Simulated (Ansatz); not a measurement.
methanol cation (CH₄O), SMILES CO (connectivity only; charge and spin as stated), charge +1, multiplicity 2.

Geometry optimised at ωB97X-D3(BJ)/def2-TZVP. The spin state was assumed, not searched.

Two levels are set side by side: PBE/def2-TZVPD (Ansatz, a program for electronic structure) and PBE0/def2-TZVPD (Ansatz). Energy differences of separate SCF runs at the same geometry; the states with an electron removed or added have multiplicity 1 and 1. Differences are taken from unrounded values.

```
quantity                          PBE0
-------------------------------  -----
vertical ionisation energy (eV)  20.94
vertical electron affinity (eV)  10.22
```

Problem. What does PBE give, and how far is it from PBE0? (Estimate from the structure and the level; the computed values follow.)

Solution. 
| quantity | PBE | PBE minus PBE0 |
|---|---|---|
| vertical ionisation energy (eV) | 20.55 | -0.39 |
| vertical electron affinity (eV) | 10.08 | -0.14 |

Here PBE gives about what the other level gives.
